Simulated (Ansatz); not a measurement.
**C₄H₇F: a ladder of functionals and wavefunction methods**

The task here is to estimate one member of a computed series from the others.

Program: Ansatz 0.2.0, Gaussian basis. Level of theory: functionals in def2-TZVPP, the program's frozen cores in correlated methods. These are calculated values, not measurements.

The runs, in order: LDA (SPW92), PBE-D4, revPBE-D4, BLYP-D4, r2SCAN-D4, B97M-V, PBE0-D4, B3LYP-D4, r2SCANh-D4, r2SCAN0-D4, HSE06-D4, BHLYP-D4, CAM-B3LYP-D4, LC-ωPBE, ωB97X-V, ωB97M-V, B2PLYP, PBE-QIDH; CCSD(T)/def2-SVP; CCSD(T)/def2-TZVPP; MP2/def2-QZVPP; extrapolation to the limit; RPA on PBE.

### Structure used throughout

All runs share one geometry, relaxed beforehand with PBE0-D4 in a triple-zeta def2 set.

12 atoms, charge 0, spin multiplicity 1.

Atoms are counted from 1 here; the program's logs count them from 0.

Bond lengths: C1–C2 1.489 Å, C1–H6 1.094 Å, C1–H7 1.090 Å, C1–H8 1.094 Å, C2–C3 1.324 Å, C2–H9 1.085 Å, C3–C4 1.480 Å, C3–F5 1.352 Å, C4–H10 1.089 Å, C4–H11 1.094 Å, C4–H12 1.094 Å. Angles: C2–C1–H6 111.0°, C2–C1–H7 111.4°, C2–C1–H8 111.0°, H6–C1–H7 108.2°, H6–C1–H8 106.8°, H7–C1–H8 108.2°, C1–C2–C3 125.5°, C1–C2–H9 118.4°, C3–C2–H9 116.1°, C2–C3–C4 128.5°, C2–C3–F5 119.7°, C4–C3–F5 111.8°, C3–C4–H10 110.6°, C3–C4–H11 110.5°, C3–C4–H12 110.5°, H10–C4–H11 108.9°, H10–C4–H12 108.9°, H11–C4–H12 107.4°.

The first run:

in.yaml

```yaml
crystal:
  periodic: [false, false, false]
  atoms:
    - {symbol: C, position_ang: [-1.114534, 1.548417, -0.386878]}
    - {symbol: C, position_ang: [-0.373755, 0.263757, -0.519858]}
    - {symbol: C, position_ang: [0.362608, -0.301208, 0.424556]}
    - {symbol: C, position_ang: [1.123328, -1.569843, 0.364071]}
    - {symbol: F, position_ang: [0.483891, 0.299888, 1.629793]}
    - {symbol: H, position_ang: [-2.186224, 1.402310, -0.552848]}
    - {symbol: H, position_ang: [-0.979967, 1.985254, 0.602193]}
    - {symbol: H, position_ang: [-0.775144, 2.275757, -1.130655]}
    - {symbol: H, position_ang: [-0.430554, -0.268341, -1.463285]}
    - {symbol: H, position_ang: [1.012099, -2.036339, -0.614011]}
    - {symbol: H, position_ang: [0.769751, -2.265850, 1.130102]}
    - {symbol: H, position_ang: [2.185703, -1.389099, 0.550921]}
basis:
  gaussian: {orbitals: def2-TZVPP}
hamiltonian: {xc: lda}
output: {orbitals: {seedname: orbitals}}
```

Run with:

```sh
$ ansatz run in.yaml --threads 4 --pin off --events-out ev --progress --plain --max-ram 10444MiB
```

Steps of the session up to this table: LDA; PBE-D4 (GGA); revPBE-D4 (GGA); BLYP-D4 (GGA); r2SCAN-D4 (meta-GGA); B97M-V (meta-GGA); PBE0-D4 (hybrid); B3LYP-D4 (hybrid); r2SCANh-D4 (hybrid); r2SCAN0-D4 (hybrid); HSE06-D4 (hybrid); BHLYP-D4 (hybrid); CAM-B3LYP-D4 (range-separated); LC-ωPBE (range-separated); ωB97X-V (range-separated); ωB97M-V (range-separated); B2PLYP (double hybrid); PBE-QIDH (double hybrid).

One table of the session follows, with a row left open; its other results are not shown here.

| functional | HOMO (eV) | LUMO (eV) | gap (eV) |
| --- | --- | --- | --- |
| LDA (SPW92) | -5.81 | -0.39 | 5.42 |
| PBE-D4 | ? | ? | ? |
| revPBE-D4 | -5.60 | -0.10 | 5.50 |
| BLYP-D4 | -5.54 | -0.08 | 5.47 |
| r2SCAN-D4 | -5.86 | 0.08 | 5.94 |
| B97M-V | -5.92 | 0.13 | 6.05 |
| PBE0-D4 | -6.86 | 0.85 | 7.71 |
| B3LYP-D4 | -6.66 | 0.59 | 7.25 |
| r2SCANh-D4 | -6.31 | 0.45 | 6.76 |
| r2SCAN0-D4 | -6.99 | 1.01 | 8.00 |
| HSE06-D4 | -6.46 | 0.47 | 6.92 |
| BHLYP-D4 | -7.94 | 1.96 | 9.90 |
| CAM-B3LYP-D4 | -8.22 | 1.99 | 10.20 |
| LC-ωPBE | -9.56 | 3.18 | 12.74 |
| ωB97X-V | -9.19 | 3.11 | 12.30 |
| ωB97M-V | -9.09 | 2.82 | 11.91 |

Q: Estimate the row for PBE-D4 from the others.

The run gave: HOMO (eV): -5.66; LUMO (eV): -0.18; gap (eV): 5.48. In the column «HOMO (eV)» it lies between LDA (SPW92) (-5.81) and revPBE-D4 (-5.60).
